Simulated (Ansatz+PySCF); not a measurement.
Results of a calculation; reference values are marked as such.
## PySCF 2.14.0 run

```python
from pyscf import gto, scf

mol = gto.M(atom="""
S 0.000000 0.000000 -0.208040
H 0.000000 1.943050 1.664290
H 0.000000 -1.943050 1.664290
""", basis='6-31g*', charge=0, spin=0)
mf = scf.UHF(mol)
mf.init_guess = 'atom'
mf.kernel()
while True:  # follow internal instabilities
    mo, _, stable, _ = mf.stability(return_status=True)
    if stable: break
    mf.kernel(mf.make_rdm1(mo, mf.mo_occ))
print(mf.converged, mf.e_tot, mf.spin_square()[0])
```

The script is written out from the run's settings.

The run gave:

```yaml
Converged: yes
Total_energy: -398.47501 hartree
Spin_squared_of_the_determinant: 1.887
```

Caution: the unrestricted determinant is a mixture of spin states.
